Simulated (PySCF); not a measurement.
# Functional dependence of a UV spectrum

Compound: butane, C₄H₁₀.
SMILES: `C(C)CC`

Linear-response calculations in the def2-SVPD basis (PySCF; singlets by full response, triplets Tamm–Dancoff, core orbitals frozen in the response; HF means time-dependent Hartree–Fock). 'Strongest' is the level of largest summed f among the singlets computed (10 roots, of which the last may lack a degenerate partner); it can jump between rows when another state enters that window. S1 is the lowest singlet of each run and needn't be the same state throughout; f(S1) is that of one state. One conformer (not necessarily the lowest) at the PBE0-D3(BJ)/def2-SVP geometry, without solvent, vibrations or thermal averaging.

| functional | kind | S1 (eV) | f(S1) | strongest (eV) | T1 (eV) | HOMO (eV) | gap (eV) | ionisation energy, ΔSCF (eV) |
| --- | --- | --- | --- | --- | --- | --- | --- | --- |
| LDA | LDA | 7.62 | 0.000 | 8.79 | 7.50 | -7.51 | 7.60 | 10.59 |
| PBE | GGA | 7.74 | 0.000 | 8.74 | 7.58 | -7.54 | 7.71 | 10.60 |
| B3LYP | global hybrid, 20% exact exchange | 8.35 | 0.000 | 9.36 | 8.15 | -8.77 | 9.33 | 11.12 |
| PBE0 | global hybrid, 25% exact exchange | 8.55 | 0.000 | 9.64 | 8.29 | -8.93 | 9.80 | 11.10 |
| BHandHLYP | global hybrid, 50% exact exchange | 9.10 | 0.000 | 10.22 | 8.79 | -10.33 | 11.67 | 11.43 |
| CAM-B3LYP | range-separated hybrid | 8.75 | 0.000 | 9.60 | 8.48 | -10.39 | 11.88 | 11.38 |
| wB97X-D | range-separated hybrid | 8.99 | 0.000 | 10.19 | 8.87 | -10.86 | 13.38 | 11.29 |
| LC-wPBE | range-separated hybrid | 9.38 | 0.000 | 10.84 | 8.98 | -11.72 | 14.32 | 11.59 |
| HF | Hartree–Fock | 10.06 | 0.000 | 10.98 | 9.39 | -12.46 | 15.33 | not settled |

S1 runs from 7.62 eV (LDA) to 10.06 eV (HF), a spread of 2.43 eV, while the orbital gap spreads over 7.7 eV. Along PBE (0%), B3LYP (20%), PBE0 (25%), BHandHLYP (50%), HF (100%) S1 rises with the share of exact exchange. −ε(HOMO) comes closest to its own ΔSCF ionisation energy with LC-wPBE (+0.13 eV) and misses most with LDA (-3.08 eV). 'Not settled' means that the ion's SCF failed to converge or may have ended in another state than the lowest.
